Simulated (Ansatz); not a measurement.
Two isomers of H6N2Si: A = `N[SiH2]N`, B = `NN[SiH3]`.

Program: Ansatz. Geometries: PBE0-D4/def2-TZVP. ΔE: electronic, gas phase. CCSD(T)/CBS adds triple-zeta CCSD(T) − MP2 to the extrapolated MP2 energy (def2 sets, frozen cores). This one scheme is used for every species. Functionals use def2-TZVPP. One conformer a species, not always the lowest.

(1) Which isomer does CCSD(T)/CBS put lower? Give the gap. (Estimate.)

(2) Give E(B) − E(A) in kJ/mol with PBE0-D4, PBE-D4, CCSD(T)/def2-SVP, B2PLYP, CCSD(T)/def2-TZVPP, r2SCAN-D4, MP2/def2-TZVPP. (Estimate.)

(3) Does the order hold for the free energy at 298.15 K (harmonic terms from PBE0-D4)? (Best estimate.)

Largest T1 diagnostic: 0.010.

Results:

(1) Computed: A, by 249.9 kJ/mol.

(2) Ansatz gave: PBE0-D4 235.3, PBE-D4 227.9, CCSD(T)/def2-SVP 213.3, B2PLYP 244.5, CCSD(T)/def2-TZVPP 244.9, r2SCAN-D4 244.7, MP2/def2-TZVPP 255.9. None reverses the order clearly.

(3) Computed: Yes: G(B) − G(A) = +242.9 kJ/mol, for one conformer each.

From BLYP to BHLYP (50 % exact exchange), in def2-TZVPP and without D4, E(B) − E(A) moves by +14.5 kJ/mol. Leaving LDA and LC-ωPBE aside and taking each functional with its dispersion term where it has one, the values, not all of them listed here, spread over 22.3 kJ/mol, from revPBE-D4 to r2SCAN0-D4.
